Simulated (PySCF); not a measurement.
[C4H9O]-: core ionisation energies

C4H9O (charge -1).
Structure used (GFN2-xTB), in Å, numbered top down from 1:
```
atom  x, y, z in Å
C1    -0.084    1.436    0.192
C2     0.153    0.048   -0.385
C3    -1.154   -0.709   -0.580
C4     1.166   -0.722    0.564
O5     2.306   -0.131    0.750
H6     0.888    1.839    0.469
H7    -0.699    1.372    1.091
H8    -0.574    2.106   -0.521
H9     0.654    0.158   -1.355
H10   -1.646   -0.861    0.381
H11   -0.966   -1.687   -1.022
H12   -1.841   -0.160   -1.233
H13    0.558   -0.911    1.530
H14    1.240   -1.777    0.095
```

Method used: delta-SCF UKS SCAN, pcX-2 on the ionised atom, pcseg-1 elsewhere, spin-free X2C in PySCF. These are vertical core ionisation energies against the vacuum level, from separate self-consistent calculations with and without the core hole.

Problem. Give the core binding energies atom by atom.

Solution. 
| atom(s) | bonded to | level | binding energy (eV) | above the level's lowest (eV) | count |
| --- | --- | --- | --- | --- | --- |
| O5 | C | O 1s | 528.58 | 0.00 | 1 |
| C4 | O, C and 2 H | C 1s | 285.62 | +0.60 | 1 |
| C1/C3 | C and 3 H | C 1s | 285.58 | +0.56 | 2 |
| C2 | 3 C and H | C 1s | 285.02 | 0.00 | 1 |

The listed C 1s values span 0.60 eV, from C2 (bonded to 3 C and H) to C4 (bonded to O, C and 2 H). The values 285.58 and 285.62 eV lie too close for their order to be trusted.

Problem. Express the binding energy of C 1s of C2 in atomic units and per mole.

Solution. 285.02 eV = 10.4743 Eh = 27500 kJ/mol.

One atom of each set of topologically equivalent atoms was ionised and stands for the set; in this conformer not all members are related by symmetry, and their own values weren't computed. The species carries charge -1, so core ionisation leaves a neutral species. The basis sets have no added diffuse functions. The structure is a single GFN2-xTB conformer in the gas phase; no vibrational or solvent corrections.

Time: 32 s. Hardware: one thread of an x86-64 server, no GPU (shared host).
